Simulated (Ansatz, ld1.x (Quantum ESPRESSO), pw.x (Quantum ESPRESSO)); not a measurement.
## technetium (bcc): variants of one RRKJ potential in the solid

- Element: technetium (Tc)
- Generator: ld1.x (Quantum ESPRESSO) 7.5
- Type: norm-conserving RRKJ (Kleinman–Bylander form)
- Functional: PBEsol
- Relativity: scalar-relativistic
- Frozen core: [Kr]
- Valence charge: 7
- Reference configuration: 4d5 5s2 5p0
- Partial waves: 5p (bound, empty): rc 2.50 bohr; 4d (bound): rc 1.65 bohr; 5s (bound): rc 2.20 bohr
- Local potential: the s channel
- Core correction: a·sin(br)/r model core inside 1.30 bohr

Crystal test: bcc Tc in pw.x 7.5, no spin, 15³ k-points, Fermi–Dirac smearing 0.01 Ry, cutoffs set for each file from its atomic test. The reference is all-electron LAPW (Ansatz 0.2.0) with the same functional, mesh and smearing; V0 and B0 come from Birch–Murnaghan fits to the pressures at five volumes. Errors are pseudo minus all-electron; Δ is the rms difference of the E(V) curves that follow from these fits, minima aligned, over ±6 % about the mean V0. Mesh and smearing are coarse, so the numbers serve the comparison and aren't converged zero-temperature values; the lattice is a test structure that the element need not adopt.

All-electron: a0 = 3.051 Å (V0 = 14.20 Å³/atom), B0 = 316.6 GPa.

Base: This is a poor potential for the solid.

1 further variants are left out: they gave no file fit for a test, a broken result, the same result as the base, or pressures whose basis-set error rivals the error shown.

A dash in a converged row means that the minimum lies outside the volumes sampled.

```csv
change,cutoffs (Ry),pw.x,a0 (Å),a0 error (%),B0 error (%),Δ (meV/atom),mean pressure error (GPa)
base,60/240,converged,–,–,–,–,+21.70
wave 4d (bound): rc 1.65 bohr becomes 4d (bound): rc 1.04 bohr,170/680,converged,–,–,–,–,+21.66
wave 5p (bound): rc 2.50 bohr becomes 5p (bound): rc 3.78 bohr,60/240,converged,3.097,+1.48,-2.9,44.0,+15.21
reference 4d5 5s0 5p0,60/240,converged,–,–,–,–,+18.82
```

Q: Give the row for: core correction a·sin(br)/r model core inside 1.60 bohr.

A: pw.x: converged; mean pressure error (GPa): +21.72.
